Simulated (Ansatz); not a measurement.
One change: `[AlH2][Cl]` becomes `BCl`.

Ansatz, PBE0-D4/def2-TZVP geometries, multiplicity 1. 

```csv
property,`[AlH2][Cl]`
HOMO–LUMO gap (PBE0/def2-TZVPP) / eV,6.94
HOMO–LUMO gap (PBE/def2-TZVPP) / eV,4.86
"ideal-gas entropy at 298 K and 1 bar (rigid rotor, harmonic PBE0-D4/def2-TZVP) / J/(mol·K)",253
HOMO energy (PBE/def2-TZVPP) / eV,-7.27
zero-point energy (PBE0-D4/def2-TZVP) / kJ/mol,38.0
LUMO energy (PBE0/def2-TZVPP) / eV,-1.64
```

Question: Give the same properties after the change, and the shifts. (An estimate is asked.)

Answer: The calculation gave: 
```csv
property,`BCl`,shift
HOMO–LUMO gap (PBE0/def2-TZVPP) / eV,6.83,-0.11
HOMO–LUMO gap (PBE/def2-TZVPP) / eV,4.43,-0.43
"ideal-gas entropy at 298 K and 1 bar (rigid rotor, harmonic PBE0-D4/def2-TZVP) / J/(mol·K)",234,-19
HOMO energy (PBE/def2-TZVPP) / eV,-7.27,0.00
zero-point energy (PBE0-D4/def2-TZVP) / kJ/mol,55.4,17.4
LUMO energy (PBE0/def2-TZVPP) / eV,-1.82,-0.18
```

With PBE0 the HOMO falls by 0.07 eV and the LUMO falls by 0.18 eV, so the gap narrows by about 0.11 eV. PBE moves the HOMO by 0.00 eV and ωB97M-V by -0.15 eV.
